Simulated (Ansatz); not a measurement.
1T (CdI2-type) HfS₂ was calculated with PBE-D3(BJ) (PAW; Ansatz, an electronic-structure program).

The run printed, among other lines:

```
Relaxation: its limit of steps is 80 (relax.max_steps)
Crystal: 3 atoms, lattice volume = 67.531 Å³
Basis set: ecut = 520 eV, 1797 PW (Γ), exchange–correlation on 60×60×90 points (8 copies of the dense FFT grid, shifted against one another)
Bands: 23, of which v1, the nominal top of the filled ones, is band 19 counted from 1 (18 counted from 0)
Symmetry: 12 space group operations
Space group: P-3m1 (ITA 164), of the structure as read, at distance tolerance 4.1e-5 Å
k-points: 100 of 864
Functional: x = pbe(κ = 0.804, μ = 0.2195149727645171), c = pbe(β = 0.06672455060314922)
SCF iter   1: F=—  HF=-17531.134953 eV  |F-HF|=—  |Δ(HF+E_count)|=         —  Δρ=1.41e-3  dr2=7.10e-4
SCF iter   2: F=—  HF=-17531.134852 eV  |F-HF|=—  |Δ(HF+E_count)|=   1.01e-4  Δρ=8.57e-4  dr2=2.70e-4
  ...
SCF 1 converged in 7 iterations: F = -17531.135130 eV  dr2 = 5.63e-8
Crystal: 3 atoms, lattice volume = 67.531 Å³
Basis set: ecut = 520 eV, 1811 PW (Γ), exchange–correlation on 60×60×90 points (8 copies of the dense FFT grid, shifted against one another)
Initial density: handed on by an earlier stage of this run
SCF 2 converged in 7 iterations: F = -17531.124967 eV  dr2 = 2.58e-8
Crystal: 3 atoms, lattice volume = 67.531 Å³
Basis set: ecut = 520 eV, 1809 PW (Γ), exchange–correlation on 60×60×90 points (8 copies of the dense FFT grid, shifted against one another)
SCF 3 converged in 11 iterations: F = -17531.156724 eV  dr2 = 2.27e-13
Crystal: 3 atoms, lattice volume = 67.531 Å³
SCF 4 converged in 5 iterations: F = -17531.157208 eV  dr2 = 6.11e-8
Crystal: 3 atoms, lattice volume = 67.531 Å³
Basis set: ecut = 520 eV, 1811 PW (Γ), exchange–correlation on 54×54×90 points (8 copies of the dense FFT grid, shifted against one another)
SCF iter   6: F=—  HF=-17531.157211 eV  |F-HF|=—  |Δ(HF+E_count)|=  1.09e-10  Δρ=8.01e-8  dr2=7.70e-12
SCF iter   7: F=-17531.157211 eV  HF=-17531.157211 eV  |F-HF|=3.64e-12  |Δ(HF+E_count)|=    0.00e0  Δρ=3.56e-8  dr2=1.26e-12
SCF 5 converged in 7 iterations: F = -17531.157211 eV  dr2 = 1.26e-12
SCF converged after 7 iterations
Free energy (F): -17531.157211 eV
Internal energy: -17531.157211 eV  (E = F + TS)
E sigma→0 (E₀):  -17531.157211 eV
Fermi energy:    9.441765 eV
--- Stress (GPa, compression-positive) ---
       -0.986218       0.000000      -0.000000
        0.000000      -0.986218       0.000000
        0.000000       0.000000      -1.006377
  P = ⅓ Tr σ = -0.9929 GPa (-9.929 kbar)
```

**Question.** Write an input file that could have produced this run (the log leaves some choices open).

**Answer.** Several could match; the one computed here: 
Ansatz 0.2 input:
```yaml
crystal:
  lattice:
    - [1.8264739377, -3.1635456588, 0.0]
    - [1.8264739377, 3.1635456588, 0.0]
    - [0.0, 0.0, 5.8437018177]
  atoms:
    - { symbol: Hf, position: [0.0, 0.0, 0.0] }
    - { symbol: S, position: [0.3333333333, 0.6666666667, 0.2525368544] }
    - { symbol: S, position: [0.6666666667, 0.3333333333, 0.7474631456] }
basis:
  ecutwfc: 520
  ecutrho_ratio: 4
  xc_grid: 2
kpoints:
  mp_grid: { grid: [12, 12, 6] }
hamiltonian:
  xc: pbe
  dispersion: d3bj
  pseudopotentials: { kind: paw }
scf:
  occupations: { method: fermi_dirac, width: 0.01 }
output:
  forces: true
  stress: true
  eigenvalues: true
relax:
  f_tol: 0.004
  escape_saddle: false
  max_steps: 80
  cell: { stress_tol: 0.02, fix: [volume] }
```

The cell is one volume of an energy–volume scan, off the minimum.
